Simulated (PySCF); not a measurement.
hydroxide, HO (charge -1), SMILES [OH-], point group C∞v.

Force field and properties: PBE0/pcSseg-2 (PySCF, grid level 2). Vibrational terms come from second-order perturbation theory with semi-diagonal cubic constants, by steps of ±0.6 along the normal coordinates of each isotopologue. The parent has the commonest isotopes.

Equilibrium geometry (Å):

```
atom        x        y        z
  O1   0.4860  -0.0112  -0.0118
  H2  -0.4750   0.0163  -0.0448
```

An isotope shift is δ(isotopologue) − δ(parent), that is, the negative of the change in the averaged GIAO shielding; n counts bonds from the nearest label (0: the labelled atom itself). These are computed values; those of heavy atoms are rounded to 5 ppb, about the numerical noise.

**Question.** What isotope shifts arise with ²H at 2?

**Answer.** 
| nucleus | n | 0 K (ppb) | 298.15 K (ppb) |
| --- | --- | --- | --- |
| H2 | 0 | 17 | 17 |
| O1 | 1 | -5600 | -5600 |

**Question.** What isotope shifts arise with ¹⁷O at 1?

**Answer.** 
```csv
nucleus,n,0 K (ppb),298.15 K (ppb)
O1,0,-35,-35
H2,1,0,0
```

**Question.** What isotope shifts arise with ¹⁷O at 1, ²H at 2?

**Answer.** 
| nucleus | n | 0 K (ppb) | 298.15 K (ppb) |
| --- | --- | --- | --- |
| O1 | 0 | -5650 | -5650 |
| H2 | 0 | 17 | 17 |
